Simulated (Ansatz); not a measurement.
# Al₂H₃F: up Jacob's ladder to CCSD(T)

An exercise on one series of results from a longer session: the logs are not shown, and one member is left open.

Program: Ansatz 0.2.0, Gaussian basis. Level of theory: functionals in def2-TZVPP, the program's frozen cores in correlated methods. These are calculated values, not measurements.

Plan: LDA (SPW92), PBE-D4, revPBE-D4, BLYP-D4, r2SCAN-D4, B97M-V, PBE0-D4, B3LYP-D4, r2SCANh-D4, r2SCAN0-D4, HSE06-D4, BHLYP-D4, CAM-B3LYP-D4, LC-ωPBE, ωB97X-V, ωB97M-V, B2PLYP, PBE-QIDH; CCSD(T)/def2-SVP; CCSD(T)/def2-TZVPP; CCSD(T)/def2-QZVPP; extrapolation to the limit; RPA on PBE.

## The geometry

An earlier PBE0-D4 in a triple-zeta def2 set relaxation fixed the geometry.

SMILES `[F][AlH][AlH2]`, 6 atoms, charge 0, spin multiplicity 1.

Atoms are counted from 1 here; the program's logs count them from 0.

Bond lengths: F1–Al2 1.658 Å, Al2–Al3 2.606 Å, Al2–H4 1.590 Å, Al3–H5 1.593 Å, Al3–H6 1.590 Å. Angles: F1–Al2–Al3 116.8°, F1–Al2–H4 114.3°, Al3–Al2–H4 129.0°, Al2–Al3–H5 120.6°, Al2–Al3–H6 121.8°, H5–Al3–H6 117.6°.

Set-up of the first run:

Contents of in.yaml:

```yaml
crystal:
  periodic: [false, false, false]
  atoms:
    - {symbol: F, position_ang: [-0.871395, -2.045008, 1.135744]}
    - {symbol: Al, position_ang: [-0.489098, -1.178506, -0.225450]}
    - {symbol: Al, position_ang: [0.520798, 1.195875, 0.140351]}
    - {symbol: H, position_ang: [-0.801087, -1.933157, -1.589415]}
    - {symbol: H, position_ang: [0.917000, 2.108795, -1.103422]}
    - {symbol: H, position_ang: [0.765883, 1.788100, 1.595991]}
basis:
  gaussian: {orbitals: def2-TZVPP}
hamiltonian: {xc: lda}
output: {orbitals: {seedname: orbitals}}
```

Started as:

```
ansatz run in.yaml --threads 2 --pin off --events-out ev --progress --plain --max-ram 4352MiB
```

Among the steps run: LDA; PBE-D4 (GGA); revPBE-D4 (GGA); BLYP-D4 (GGA); r2SCAN-D4 (meta-GGA); B97M-V (meta-GGA); PBE0-D4 (hybrid); B3LYP-D4 (hybrid); r2SCANh-D4 (hybrid); r2SCAN0-D4 (hybrid); HSE06-D4 (hybrid); BHLYP-D4 (hybrid); CAM-B3LYP-D4 (range-separated); LC-ωPBE (range-separated); ωB97X-V (range-separated); ωB97M-V (range-separated); B2PLYP (double hybrid); PBE-QIDH (double hybrid).

One table of the session follows, with a row left open; its other results are not shown here.

It belongs to the step «Frontier levels by functional». 

```
  functional  HOMO (eV)  LUMO (eV)  gap (eV)
 LDA (SPW92)      -6.20      -3.80      2.40
      PBE-D4      -6.14      -3.61      2.53
   revPBE-D4      -6.11      -3.52      2.58
     BLYP-D4      -6.02      -3.46      2.56
   r2SCAN-D4      -6.37      -3.44      2.93
      B97M-V      -6.43      -3.67      2.75
     PBE0-D4      -7.19      -2.88      4.32
    B3LYP-D4      -7.02      -3.04      3.98
  r2SCANh-D4      -6.76      -3.17      3.58
  r2SCAN0-D4      -7.34      -2.78      4.55
    HSE06-D4      -6.80      -3.24      3.56
    BHLYP-D4      -8.15      -2.08      6.07
CAM-B3LYP-D4      -8.43      -1.89      6.55
     LC-ωPBE      -9.70      -0.87      8.83
     ωB97X-V      -9.39      -0.95      8.44
     ωB97M-V          ?          ?         ?
```

**Question.** Estimate the row for ωB97M-V.

The run gave: HOMO (eV): -9.10; LUMO (eV): -1.18; gap (eV): 7.92. In the column «HOMO (eV)» it lies between ωB97X-V (-9.39) and CAM-B3LYP-D4 (-8.43).
